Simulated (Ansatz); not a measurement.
Dissociation curve of H6Si2, SMILES [SiH3][SiH3], singlet. The Si1–H8 bond (Si1 also carries H, H, Si; H8 carries nothing else) is stretched with both fragments frozen at the PBE0/def2-TZVP optimised geometry.

- RKS-PBE = restricted PBE/cc-pVDZ (Ansatz, a first-principles code)
- UKS-PBE = unrestricted PBE/cc-pVDZ (Ansatz)
- RKS-PBE0 = Ansatz with restricted PBE0/cc-pVDZ
- UCCSD(T) = CCSD(T) on UHF/cc-pVDZ, frozen core (Ansatz)

Energies relative to the lowest point of each curve near equilibrium, in mEh; the last columns give the difference from UCCSD(T):

```csv
R / Å,RKS-PBE,UKS-PBE,RKS-PBE0,UCCSD(T),RKS-PBE − UCCSD(T),UKS-PBE − UCCSD(T),RKS-PBE0 − UCCSD(T)
1.23,36.2,36.2,35.0,34.1,2.1,2.1,0.9
1.30,18.2,18.2,17.2,16.5,1.7,1.7,0.7
1.41,3.4,3.4,2.9,2.6,0.8,0.8,0.3
1.45,1.1,1.1,0.8,0.7,0.4,0.4,0.2
1.49,0.0,0.0,0.0,0.0,0.0,0.0,0.0
1.53,0.0,0.0,0.2,0.4,-0.4,-0.4,-0.1
1.59,1.6,1.6,2.3,2.6,-1.0,-1.0,-0.3
1.67,6.1,6.1,7.3,7.9,-1.8,-1.8,-0.6
1.78,15.2,15.2,17.3,18.1,-2.9,-2.9,-0.8
1.97,34.9,34.9,38.8,39.4,-4.4,-4.4,-0.6
2.18,58.3,58.3,64.2,63.6,-5.3,-5.3,0.6
2.46,87.5,87.5,96.2,92.7,-5.2,-5.2,3.5
2.74,112.2,112.1,123.7,114.8,-2.6,-2.7,8.9
3.14,139.2,130.2,154.7,133.4,5.8,-3.2,21.3
3.64,161.5,136.8,181.6,139.8,21.7,-3.0,41.8
4.30,178.1,138.7,203.1,141.0,37.1,-2.4,62.1
```

RKS-PBE is furthest from UCCSD(T) at 4.30 (37.1 mEh, above); its mean absolute difference over the points is 5.8 mEh.

UKS-PBE is furthest from UCCSD(T) at 2.18 (-5.3 mEh, below); its mean absolute difference over the points is 2.3 mEh.

RKS-PBE0 is furthest from UCCSD(T) at 4.30 (62.1 mEh, above); its mean absolute difference over the points is 8.9 mEh.

The restricted form behind RKS-PBE, RKS-PBE0 keeps the bonding electrons paired and can't separate into open-shell fragments. The unrestricted determinant behind UKS-PBE is spin-contaminated at 2.74 to 4.30 Å (<S²> up to 1.0, against 0.00 for a pure singlet). The unrestricted determinant behind UCCSD(T) is spin-contaminated at 2.18 to 4.30 Å (<S²> up to 1.0, against 0.00 for a pure singlet).
